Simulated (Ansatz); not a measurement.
# N₂H₃ (quartet): wave-function methods side by side at distance N1–H4 along a hydrogen transfer = 1.420 Å, cc-pVDZ

How much of the correlation energy of N₂H₃ (quartet) does each wave-function method recover here?

The runs use Ansatz 0.2.0, Gaussian basis; cc-pVDZ, core rule «outside noble gas», up to 2 orbitals frozen.

Plan: UHF; CCSD(T) on ROHF; CCSD(T) on UHF; BCCD(T) on ROHF; CISD; CCSDT(Q) on ROHF; CCSDT(Q) on UHF; CASSCF and MRCISD+Q, 5 electrons in 5 orbitals; CASSCF and NEVPT2, 5 electrons in 5 orbitals; CASSCF and NEVPT2, 13 electrons in 11 orbitals.

7 further runs of the same task are left out: 6 that didn't finish, 1 set aside as unsound or not needed.

### 1 The geometry

The geometry derives from fragments relaxed apart (PBE0/def2-TZVP) and kept rigid, so it is no stationary point. A hydrogen atom is moved between rigid fragments.

5 atoms, charge 0, spin multiplicity 4.

Atoms are counted from 1 here; the program's logs count them from 0.

Bond lengths: N1–H2 1.012 Å, N1–H3 1.012 Å, H4–N5 1.203 Å. Angles: H2–N1–H3 107.1°.

As a file:

```
N    -1.2105   -0.0184   -0.0286
H    -1.5078    0.9495   -0.0286
H    -1.5078   -0.4207    0.8517
H     0.2095   -0.0184   -0.0286
N     1.4125   -0.0184   -0.0286
```

### 2 UHF

The input, in.yaml:

```yaml
crystal:
  periodic: [false, false, false]
  atoms:
    - {symbol: N, position_ang: [-1.210533, -0.018366, -0.028586]}
    - {symbol: H, position_ang: [-1.507812, 0.949467, -0.028586]}
    - {symbol: H, position_ang: [-1.507812, -0.420665, 0.851673]}
    - {symbol: H, position_ang: [0.209467, -0.018366, -0.028587]}
    - {symbol: N, position_ang: [1.412467, -0.018365, -0.028587]}
basis:
  gaussian: {orbitals: cc-pVDZ}
magnetization: {spin_polarized: true, initial_magnetization: 3}
hamiltonian: {xc: hf}
output: {orbitals: {seedname: orbitals}}
```

Command:

```sh
> ansatz run in.yaml --threads 1 --pin off --events-out ev --progress --plain --max-ram 2393MiB
```

Further steps of the session: CCSD(T) on ROHF; CCSD(T) on UHF; BCCD(T) on ROHF; CISD; CCSDT(Q) on ROHF; CCSDT(Q) on UHF; CASSCF and MRCISD+Q, 5 electrons in 5 orbitals; CASSCF and NEVPT2, 5 electrons in 5 orbitals; CASSCF and NEVPT2, 13 electrons in 11 orbitals.

Before running them: what should the planned runs give, taken together? Wanted: UCCSDT(Q) below the RHF energy; RMP2 from UCCSDT(Q); UMP2 from UCCSDT(Q); RCCSD from UCCSDT(Q); RCCSD(T) from UCCSDT(Q); UCCSD(T) from UCCSDT(Q); RCCSDT(Q) from UCCSDT(Q); NEVPT2 pair from UCCSDT(Q); MRCISD+Q pair from UCCSDT(Q).

**Answer**, as computed:

| quantity | value |
| --- | --- |
| UCCSDT(Q) below the RHF energy | -8.9890 eV |
| RMP2 from UCCSDT(Q) | +1355.4 meV |
| UMP2 from UCCSDT(Q) | +1299.5 meV |
| RCCSD from UCCSDT(Q) | +236.2 meV |
| RCCSD(T) from UCCSDT(Q) | +45.7 meV |
| UCCSD(T) from UCCSDT(Q) | +41.1 meV |
| RCCSDT(Q) from UCCSDT(Q) | +2.5 meV |
| NEVPT2 pair from UCCSDT(Q) | +1132.1 meV |
| MRCISD+Q pair from UCCSDT(Q) | +103.6 meV |
| NEVPT2 valence from UCCSDT(Q) | +1176.1 meV |
| levels within 1 kcal/mol (43 meV) | UCCSD(T), BCCD(T), RCCSDT, UCCSDT, RCCSDT(Q) |
| T1 diagnostic | 0.050 |
| effectively unpaired electrons | 3.03 |

In words: RCCSD(T) misses by +45.7 meV, 0.5 % of the correlation energy. The occupations are near whole numbers, but T1 = 0.050 shows that the orbitals relax strongly. Of the multireference levels listed MRCISD+Q pair comes nearest in total energy (+103.6 meV), which doesn't show that its space is the better one. These misses are within one basis, not against nature; the frozen cores of restricted and unrestricted runs differ, which can shift their rows.
